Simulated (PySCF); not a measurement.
One molecule, a ladder of functionals, a line

Molecule: `[C-]#[N+]CCC`, C4H7N.

Bonds (- single, = double, # triple, : aromatic): C1#N2 1.173 Å, N2-C3 1.415 Å, C3-C4 1.526 Å, C4-C5 1.519 Å. C3 carries H6, H7; C4 carries H8, H9; C5 carries H10, H11, H12. Formal charges: C1 -1, N2 +1.

GIAO shieldings (ppm, equivalent atoms averaged) in PySCF on the PBE0-D3(BJ)/def2-SVP geometry, basis pcSseg-2, gas phase, non-relativistic:

```csv
functional,exact exchange (%),σ(C3)
BLYP,0,129.4
BP86,0,134.1
PBE,0,134.4
B3LYP,20,134.4
mPW1PW91,25,139.3
BHandHLYP,50,140.9
HF,100,150.9
```

Question: Fit each shielding as a line in the percentage of exact exchange.

Answer: σ(C3) = 132.6 + 0.18 x (rms 1.9 ppm). The functionals also differ in their semilocal parts, which the line can't hold; Hartree–Fock has no correlation at all.

Question: What does the line predict for PBE0 (25 %), and what does the run give?

Answer: σ(C3): 137.1 predicted, 140.0 computed ppm.
